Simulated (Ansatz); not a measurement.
AlFH₂S, SMILES `[F][AlH][SH]`, relaxed with RKS PBE-D4/def2-SVP in Ansatz from a rough embedded geometry. The force threshold is 0.03 eV/Å; the program also tests the step.

The species carries charge 0 and has multiplicity 1.

Start:

```xyz
5

F     1.222   -0.066    1.771
Al   -0.174    0.076    0.629
S    -0.067   -0.990   -1.337
H    -1.479    0.878    0.932
H     0.499    0.102   -1.994
```

```
step  energy (eV)  largest force (eV/Å)  largest move (Å)
   1  -20165.5134                 2.236             0.000
   2  -20165.7234                 1.219             0.121
   3  -20165.7775                 0.202             0.086
   4  -20165.7840                 0.051             0.030
   5  -20165.7843                 0.021             0.007
```

End:

```xyz
5

F     1.104   -0.030    1.647
Al   -0.181    0.051    0.570
S    -0.019   -1.024   -1.351
H    -1.427    0.906    1.049
H     0.523    0.097   -1.915
```

Run time 3 s (2 threads of a server CPU on a shared host); peak host memory 0.14 GiB.
